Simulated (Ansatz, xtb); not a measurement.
**Relative energy of two conformers of FH4PSi**

Structure a is `F[SiH2]P`, a singlet and structure b is `F[SiH2]P`, a singlet. Both are isolated molecules in the gas phase, relaxed with BLYP-D3(BJ)/def2-SVP.

a (Å):

```csv
atom,x (Å),y (Å),z (Å)
F,-0.1104,-1.7133,0.6747
P,-2.6640,-3.5302,-0.0281
Si,-1.6910,-1.4850,0.2835
H,-1.7302,-0.5959,-0.9227
H,-2.3774,-0.8172,1.4364
H,-2.2429,-3.6193,-1.4033
H,-3.9129,-2.8936,-0.3742
```

b (Å):

| atom | x (Å) | y (Å) | z (Å) |
| --- | --- | --- | --- |
| F | -0.5529 | -0.6510 | -1.3807 |
| P | 1.0735 | -0.3795 | 1.4677 |
| Si | 0.1506 | -1.5907 | -0.2268 |
| H | -0.9036 | -2.4884 | 0.3445 |
| H | 1.2292 | -2.3976 | -0.8819 |
| H | 1.7249 | 0.5315 | 0.5620 |
| H | -0.0930 | 0.4538 | 1.6078 |

Q: Estimate which is lower in electronic energy at CCSD(T)/def2-TZVP, and by roughly how much.

A: Too close to call at this level: CCSD(T)/def2-TZVP gives E(b) − E(a) = −0.029 eV.

How the difference moves with the method:

| level | geometry | E(b) − E(a) (eV) | departure from the last row (eV) | job, with rough time for the two |
| --- | --- | --- | --- | --- |
| BLYP-D3(BJ)/def2-SVP | BLYP-D3(BJ)/def2-SVP | −0.050 | −0.020 | optimisation, 13 s |
| HF/def2-TZVP | BLYP-D3(BJ)/def2-SVP | −0.019 | +0.011 | part of the CCSD(T) run |
| MP2/def2-TZVP | BLYP-D3(BJ)/def2-SVP | −0.033 | −0.003 | part of the CCSD(T) run |
| CCSD(T)/def2-TZVP | BLYP-D3(BJ)/def2-SVP | −0.029 |  | single point, 15 s |

The largest departure from CCSD(T)/def2-TZVP is that of BLYP-D3(BJ)/def2-SVP, 0.020 eV. Levels run at GFN2-xTB geometries aren't shown.

With harmonic frequencies from BLYP-D3(BJ)/def2-SVP (ideal gas, rigid rotor, one conformer each, 298.15 K, 1 atm): on the last row, ΔE + ΔZPE = −0.026, ΔH = −0.027, ΔG = −0.022 eV.

The correlated steps freeze 11 core orbitals. Mirror images aren't counted in ΔG. Run with Ansatz 0.2.0; the last row on 1 thread of Intel(R) Xeon(R) 6975P-C (Granite Rapids) on a shared host.
